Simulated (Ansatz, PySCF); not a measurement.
Bulk modulus of zinc-blende BP: levels of theory against measurement

Reference value: 176 GPa (measured, 0 K, zero-point effect removed, our sources range from 168 to 176; as tabulated in Goldzak et al. (2022), arXiv:2208.04865).

Q: What do PBE, PBE-D3(BJ), r²SCAN-D4, r²SCAN0, CCSD(T) give, and how far is each from the reference?

A: 
```tsv
level (code)	value (GPa)	cell (Å³/atom)	error (%)
PBE (Ansatz)	162	11.76	-8.0
PBE-D3(BJ) (Ansatz)	170	11.45	-3.4
r²SCAN-D4 (Ansatz)	172	11.55	-2.3
r²SCAN0 (Ansatz)	178	11.53	+1.1
CCSD(T) (PySCF)	174 ± 5	11.50	-1.1
```

Once the reference is moved by up to 4.8 % (a margin picked here for doubts on the reference and the settings) and values within 1.7 % count as equal, the nearest can be r²SCAN0 (+1.1 %), CCSD(T) (-1.1 %), r²SCAN-D4 (-2.3 %) or PBE-D3(BJ) (-3.4 %). Within 15 %: PBE, PBE-D3(BJ), r²SCAN-D4, r²SCAN0, CCSD(T).

A ± on a computed value is a rough bar: the spread of its extrapolation, a floor set from checks against published values, or a statistical error. Each level is taken at its own relaxed cell. Cutoffs and k meshes differ between the levels. Ansatz's density-functional and Hartree–Fock values are scalar-relativistic unless marked +SOC, with PAW data made under PBE.

Differences are worked out from the printed values.

Ansatz is a program for electronic structure.
